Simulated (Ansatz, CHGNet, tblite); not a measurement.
## Elastic constant C44 of zinc-blende InAs: levels of theory against measurement

Reference value: 39.6 GPa (measured, temperature not stated, no zero-point or thermal correction; as tabulated in Oses et al. (2018), arXiv:1811.08464).

| level (code) | value (GPa) | cell (Å³/atom) | difference (%) |
|---|---|---|---|
| GFN2-xTB (tblite) | 14.7 | 31.42 | -63 |
| CHGNet 0.3.0 | 9.41 | 29.60 | -76 |
| LDA+SOC (Ansatz) | 38.0 | 27.33 | -4.0 |
| PBE (Ansatz) | 33.5 | 29.59 | -15.4 |
| PBE+SOC (Ansatz) | 33.5 | 29.57 | -15.4 |
| revPBE (Ansatz) | 32.5 | 30.31 | -17.9 |
| PBE-D3(BJ) (Ansatz) | 34.7 | 28.53 | -12.4 |
| r²SCAN (Ansatz) | 38.5 | 28.49 | -2.8 |
| r²SCANh (Ansatz) | 40.4 | 28.24 | +2.0 |

The reference's temperature isn't stated, so close values are not ranked against it. Off by more than 25 %, or 35 % on the side where a correction would as a rule narrow the miss (bounds picked here): CHGNet 0.3.0 (-76 %), GFN2-xTB (-63 %).

The reference isn't brought to a static lattice, while the calculations are for one, so the differences are not the levels' errors alone. A static lattice is as a rule stiffer than a warm one, by over a tenth in soft solids.  GFN2-xTB: the method was fitted mainly to molecules. GFN2-xTB: the run uses a supercell at the zone centre in place of a k mesh. LDA+SOC, PBE, PBE+SOC, revPBE, PBE-D3(BJ): the solid has no gap at this level, which affects its response. PBE-D3(BJ): the dispersion coefficients are held fixed in the derivatives. Each level is taken at its own relaxed cell. Cutoffs and k meshes differ between the levels. Ansatz's density-functional and Hartree–Fock values are scalar-relativistic unless marked +SOC, with PAW data made under PBE.

Machine-learned potentials (CHGNet 0.3.0) are trained on DFT data: a solid inside that data is no test of them.

Differences are worked out from the printed values.

Ansatz is a program for electronic structure.
